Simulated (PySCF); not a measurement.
ethylamine (C2H7N), SMILES CCN. Atoms are numbered in the order given.

```xyz
10

C      1.1835     0.4531     0.0201
C      0.0492    -0.5559    -0.1015
N     -1.2497     0.1243    -0.0100
H      2.1619    -0.0358    -0.0918
H      1.0883     1.2337    -0.7478
H      1.1682     0.9450     1.0056
H      0.1909    -1.3558     0.6551
H      0.0983    -1.0457    -1.0876
H     -2.0110    -0.5535    -0.0862
H     -1.3446     0.5593     0.9114
```
Charge 0, spin multiplicity 1.

Geometry: PBE-D3(BJ)/def2-TZVP. The values are those of a single conformer.

The numbers are results of PBE-D3(BJ)/def2-TZVP (PySCF), not measurements.

No scaling factor is applied to the harmonic values.

### Question
Give all harmonic wavenumbers and intensities. (Estimate from the structure and the level; the computed values follow.)

### Answer

```csv
mode,ν (cm⁻¹),IR (km/mol),moving atoms (share of kinetic energy)
1,233,26.5,H 94 %
2,266,13.2,"H 89 %, C 10 %"
3,403,10.0,"H 39 %, C 32 %, N 28 %"
4,780,36.0,H 91 %
5,824,95.8,"H 72 %, N 21 %"
6,888,9.3,"H 49 %, C 39 %, N 12 %"
7,978,0.6,"H 73 %, C 26 %"
8,1077,12.7,"C 43 %, H 36 %, N 22 %"
9,1115,9.6,"H 58 %, C 36 %"
10,1223,0.8,"H 69 %, C 28 %"
11,1283,6.5,"H 84 %, C 10 %"
12,1348,2.2,"H 81 %, C 19 %"
13,1375,16.8,"H 67 %, C 30 %"
14,1436,6.6,H 97 %
15,1445,3.4,H 97 %
16,1467,1.3,"H 92 %, C 8 %"
17,1605,29.3,H 92 %
18,2870,94.2,H 93 %
19,2964,15.5,H 97 %
20,2977,30.1,H 93 %
21,3032,40.0,"H 91 %, C 9 %"
22,3051,25.7,"H 91 %, C 9 %"
23,3390,1.6,H 96 %
24,3472,0.0,"H 92 %, N 8 %"
```
